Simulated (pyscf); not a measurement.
H₂N–NH₂ + H atom (H•) -> •HN–NH₂ + hydrogen (H₂), a hydrogen abstraction (doublet surface; H–N broken, H–H formed). Structures and frequencies: ωB97X-D3(BJ)/def2-SVP in PySCF. Energies in kcal/mol from the separated reactants.

AM1 to PM7: differences of heats of formation from MOPAC, which are fitted to 298 K values and so differ in kind from electronic energies by zero-point and thermal terms. Open shells are spin-unrestricted. 

Quick PM7 single points give ΔE‡ = -5.3 kcal/mol and ΔE = -65.2 kcal/mol. What does ωB97M-D3(BJ)/def2-TZVP give, and how far is the quick result from it?

ωB97M-D3(BJ)/def2-TZVP gives ΔE‡ = 4.4 kcal/mol and ΔE = -20.4 kcal/mol. PM7 lies 9.6 kcal/mol under it in the barrier and 44.7 kcal/mol under it in the reaction energy, so on this step it does not hold to within 3.0 kcal/mol. At PM7 this geometry lies under one side, so its ΔE‡ may be no barrier of that level. ωB97M-D3(BJ)/def2-TZVP has limits of its own. This is the saddle that the search found; another between the same sides may lie lower. The angle at the transferred H is 155°.
